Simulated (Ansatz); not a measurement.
# AsH4⁻, triplet: vertical spin and charge gaps

Geometry (PBE0/def2-TZVPD stationary point for this spin, not checked as a minimum):

```tsv
atom	x (Å)	y (Å)	z (Å)
As	0.0000	0.0000	0.0000
H	0.2704	0.9808	1.3228
H	-0.9575	-1.0699	0.8505
H	0.1570	1.2484	-1.0963
H	0.5302	-1.1593	-1.0770
```

Basis aug-cc-pVTZ; Ansatz 0.2.0. Correlated methods freeze the noble-gas cores and the filled d shells of p-block atoms. R marks a restricted (for open shells ROHF) determinant, U an unrestricted one. Active spaces: valence = (10e, 8o) chosen from the atoms' valence shells. No spin–orbit coupling is included, and no scalar relativity.

Gaps are energies of the second state less the first, at fixed atoms, for a selection of the levels run; each method lands on the state that its own search finds for that charge and spin.

The highest occupied Kohn–Sham level of the anion is positive, up to +0.90 eV, so in those functionals the extra electron is held by the basis alone, which enters their differences from the reference.

Task: PBE gives 0.667 eV for removing an electron, to the doublet. Estimate what UCCSDT(Q) gives in aug-cc-pVTZ.

Result: UCCSDT(Q) in aug-cc-pVTZ gives 0.414 eV, so against it PBE is off by 0.253 eV, of which a good part can be the reference's own basis and frozen-core error.

```csv
level,gap (eV),error (meV)
UHF,-0.007,-421
UMP2,0.424,10
UCCSD,0.362,-52
UCCSD(T),0.410,-4
BCCD(T),0.411,-3
UCCSDT,0.410,-4
CASSCF (valence space),-1.054,-1468
NEVPT2 (valence space),0.090,-324
r2SCAN,0.647,233
PBE0,0.590,176
B3LYP,0.693,279
wB97M-V,0.435,21
B2PLYP,0.541,127
RPA-PBE,0.666,252
```

Wrong sign: UHF, CASSCF (valence space).

Functionals correlate the shells that the reference freezes, so part of their error here is the reference's.

Full CI isn't at hand for all of this; UCCSDT(Q) serves as the reference, and is uncertain by the last step of the cluster series or more. The frozen core follows each run's orbitals, which can shift R against U totals by a few meV for light atoms and by up to 0.1 eV past Ca.
